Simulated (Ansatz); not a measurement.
# AlO+ (singlet): wave-function methods side by side, cc-pVDZ

One table from this session's results is given with a row withheld; the runs are named, their logs left out.

Computed with Ansatz 0.2.0, Gaussian basis. Level: cc-pVDZ, core rule «outside noble gas», up to 6 orbitals frozen.

The runs, in order: UHF; CCSD(T) on RHF; CCSD(T) on UHF; BCCD(T) on RHF; CISD; CCSDT(Q) on RHF; CCSDT(Q) on UHF; CISDTQ; CCSDTQ on RHF; CCSDTQ on UHF; CASSCF and MRCISD+Q, 8 electrons in 8 orbitals; CASSCF and NEVPT2, 8 electrons in 8 orbitals; Full CI.

9 further runs of the same task are left out: 5 for a known fault of the program, 4 set aside as unsound or not needed.

## What is computed

The geometry is a PBE0/def2-TZVP stationary point (not a proven minimum) of the parent state, kept for this charge and spin.

2 atoms, charge 1, spin multiplicity 1.

Atoms are counted from 1 here; the program's logs count them from 0.

Bond lengths: Al1–O2 1.733 Å.

The first run:

in.yaml

```yaml
crystal:
  periodic: [false, false, false]
  atoms:
    - {symbol: Al, position_ang: [0.000000, 0.000000, 0.000000]}
    - {symbol: O, position_ang: [0.000000, 0.000000, 1.732900]}
basis:
  gaussian: {orbitals: cc-pVDZ}
total_charge: 1
magnetization: {spin_polarized: true, initial_magnetization: 0}
hamiltonian: {xc: hf}
output: {orbitals: {seedname: orbitals}}
```

Run with:

```sh
$ ansatz run in.yaml --threads 1 --pin off --events-out ev --progress --plain --max-ram 4096MiB --backend cpu
```

Steps of the session up to this table: UHF; CCSD(T) on RHF; CCSD(T) on UHF; BCCD(T) on RHF; CISD; CCSDT(Q) on RHF; CCSDT(Q) on UHF; CISDTQ; CCSDTQ on RHF; CCSDTQ on UHF; CASSCF and MRCISD+Q, 8 electrons in 8 orbitals; CASSCF and NEVPT2, 8 electrons in 8 orbitals; Full CI.

One table of the session follows, with a row left open; its other results are not shown here.

| method | from FCI (kcal/mol) |
| --- | --- |
| RHF | +175.68 |
| RMP2 | +20.74 |
| CISD | +25.17 |
| RCCSD | +10.91 |
| RCCSD(T) | +1.59 |
| BCCD(T) | +1.93 |
| RCCSDT | +1.25 |
| CISDTQ | +1.54 |
| RCCSDT(Q) | -1.02 |
| RCCSDTQ | +0.03 |
| CASSCF valence | +65.26 |
| NEVPT2 valence | +14.53 |
| MRCISD valence | +4.11 |
| MRCISD+Q valence | ? |
| FCI | 0 |

Estimate the missing values for MRCISD+Q valence.

As computed: from FCI (kcal/mol): +2.16. In the column «from FCI (kcal/mol)» it lies between BCCD(T) (+1.93) and MRCISD valence (+4.11).

To keep in mind: The report flags that the cluster equations may have other roots. Left out of the table: UHF, UMP2, UCCSD, UCCSD(T), UCCSDT, UCCSDT(Q), UCCSDTQ (another determinant or state than the rows shown). The program flags RCCSD(T), BCCD(T), RCCSDT(Q), RCCSDTQ as in doubt, so those rows may rest on another solution; read them beside their warnings. RCCSDT(Q) falls below full CI, which methods that aren't variational can do.
